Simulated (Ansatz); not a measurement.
**doublet SO₂(+): levels of theory in one basis**

```xyz
3

O     0.0000    0.2138   -1.4175
S     0.0000   -0.4277    0.0000
O     0.0000    0.2138    1.4175
```

Basis set: def2-SVP (spherical functions). Frozen core: 7 orbitals. Correlation on ROHF uses semicanonical orbitals with singles. Charge 1, multiplicity 2.

Computed with Ansatz (development build ahead of 0.2.0); each method stands on the lowest determinant of its kind that the runs found.

```json
{"method": "ROHF", "E − E(ROHF) (eV)": "0.00", "<S²> of the determinant": "–"}
{"method": "UHF", "E − E(ROHF) (eV)": "-1.06", "<S²> of the determinant": "1.33"}
{"method": "ROHF-MP2", "E − E(ROHF) (eV)": "-14.02", "<S²> of the determinant": "–"}
{"method": "ROHF-CCSD(T)", "E − E(ROHF) (eV)": "-15.29", "<S²> of the determinant": "–"}
```

Caution: the determinant may break the point group. Caution for ROHF, ROHF-MP2, ROHF-CCSD(T): an unrestricted determinant lies well below. Caution for UHF: the unrestricted determinant is spin contaminated. Caution for ROHF-MP2: MP2 on this radical cation hangs on the determinant chosen. Caution for ROHF-CCSD(T): another reference gives a lower total.
